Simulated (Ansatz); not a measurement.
Relaxed structures of CH4BN, singlet (PBE0-D4/def2-TZVP; forces vanish, vibrations not checked; lower isomers may exist, and structures with a doubtful reference or unclear bonds are left out; Å). Ansatz 0.2.0; basis: def2-TZVPP; cores frozen in the correlated methods.

(1) Rank them by CCSD(T) energy, lowest first, and give each one's height above the lowest. Links in brackets join atoms within 1.22 times the sum of their covalent radii (1.1 for two metals). (An estimate is asked for; the value comes from the calculation.)
A.
CH₄BN ([CH3][B][NH])
```
7
angstrom
C -0.6724 0.4697 -0.5468
B 0.3742 -0.2615 0.3040
N 1.2184 -0.8508 0.9905
H -1.4775 -0.2073 -0.8402
H -0.2219 0.8732 -1.4561
H -1.1143 1.2997 0.0085
H 1.8936 -1.3230 1.5400
```
B.
CH₄BN ([CH2][B][NH2])
```
7
angstrom
C -0.5658 0.1811 -0.8135
B 0.2542 -0.2615 0.2134
N 1.0610 -0.6969 1.2237
H -1.5312 -0.2683 -1.0159
H -0.2832 0.9991 -1.4661
H 1.0197 -0.3244 2.1579
H 1.7511 -1.4195 1.1019
```
C.
CH₄BN ([CH][B][NH3])
```
7
angstrom
C 1.2404 -0.8665 1.0086
B 0.3568 -0.2494 0.2901
N -0.6752 0.4716 -0.5490
H -1.4321 -0.1521 -0.8286
H -0.2644 0.8526 -1.4013
H -1.0945 1.2494 -0.0395
H 1.9690 -1.3755 1.6011
```
D.
CH₄BN ([BH3][C][NH])
```
7
angstrom
C 0.3627 -0.2533 0.2949
B -0.6782 0.4738 -0.5515
N 1.1514 -0.8043 0.9362
H -1.5191 -0.3550 -0.8225
H -0.0844 0.8796 -1.5263
H -1.1043 1.3671 0.1470
H 1.8298 -1.2784 1.4878
```

T1 diagnostic: at most 0.016.

## Answers

(1) Computed: A (0.00 kcal/mol), B (21.17 kcal/mol), D (46.42 kcal/mol), C (87.87 kcal/mol). Heights count from the lowest.

For scale, one of the runs: CCSD(T)/def2-TZVPP, 149 basis functions, launched by `ansatz run in.yaml --threads 2 --pin off --events-out ev --progress --plain --max-ram 4352MiB`. Time: 10 s of wall clock on 2 CPU threads of an Arm Neoverse V1; the host was shared. Peak host memory: 0.96 GiB.
